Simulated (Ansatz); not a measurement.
[BH₂···H···SiH], doublet along the distance B1-H4

Starting geometry:

```yaml
atoms:
  - { symbol: B, position_ang: [-2.0452, 0.0347, 0.0000] }
  - { symbol: H, position_ang: [-2.6419, 1.0683, 0.0000] }
  - { symbol: H, position_ang: [-2.6419, -0.9988, 0.0000] }
  - { symbol: H, position_ang: [-0.8517, 0.0347, 0.0000] }
  - { symbol: Si, position_ang: [0.9588, 0.0347, 0.0000] }
  - { symbol: H, position_ang: [1.3552, -1.4448, 0.0000] }
```

From there H4 is moved from one fragment to the other while all else, the fragments' distance too, stays fixed; atoms are numbered as listed. Energies are in eV, counted from the starting geometry at the same level. Kohn–Sham curves are unrestricted where that lies lower.

Basis cc-pVDZ; Ansatz 0.2.0. Only valence electrons are correlated (noble-gas cores frozen). R marks a restricted (for open shells ROHF) determinant, U an unrestricted one.

A value is left out where its run failed or describes another state than the reference as far as symmetry and spin tell, or, spin-broken singlets apart, can't be checked.

In so small a basis the reference is far from its limit while semilocal and hybrid functionals are nearer theirs (RPA and double hybrids share much of the reference's basis error), so the functionals' errors here hold much of the reference's basis and frozen-core error, which can add to them or hide them.

Full CI isn't at hand for all of this; UCCSDT(Q) serves as the reference, and is uncertain by about the last step of the cluster series.

| distance B1-H4 (Å) | UCCSDT(Q) | PBE | BLYP | revPBE | r2SCAN | PBE0 | B3LYP | wB97M-V | B2PLYP | RPA-PBE |
| --- | --- | --- | --- | --- | --- | --- | --- | --- | --- | --- |
| 1.110 | 0.135 | 0.195 | 0.171 | 0.192 | 0.176 | 0.158 | 0.143 | 0.117 | 0.128 | 0.170 |
| 1.194 | 0.000 | 0.000 | 0.000 | 0.000 | 0.000 | 0.000 | 0.000 | 0.000 | 0.000 | 0.000 |
| 1.246 | 0.012 | -0.027 | -0.015 | -0.025 | -0.015 | -0.002 | 0.004 | 0.024 | 0.015 | -0.013 |
| 1.299 | 0.081 | 0.003 | 0.026 | 0.007 | 0.026 | 0.054 | 0.065 | 0.106 | 0.088 | 0.031 |
| 1.352 | 0.197 | 0.081 | 0.112 | 0.087 | 0.114 | 0.159 | 0.172 | 0.236 | 0.207 | 0.121 |
| 1.405 | 0.352 | 0.203 | 0.239 | 0.210 | 0.244 | 0.306 | 0.318 | 0.407 | 0.365 | 0.252 |
| 1.458 | 0.543 | 0.365 | 0.404 | 0.374 | 0.413 | 0.493 | 0.503 | 0.617 | 0.561 | 0.421 |
| 1.511 | 0.770 | 0.570 | 0.609 | 0.581 | 0.622 | 0.721 | 0.725 | 0.864 | 0.792 | 0.631 |
| 1.564 | – | 0.823 | 0.858 | 0.834 | 0.877 | 0.995 | 0.991 | 1.152 | 1.064 | 0.885 |
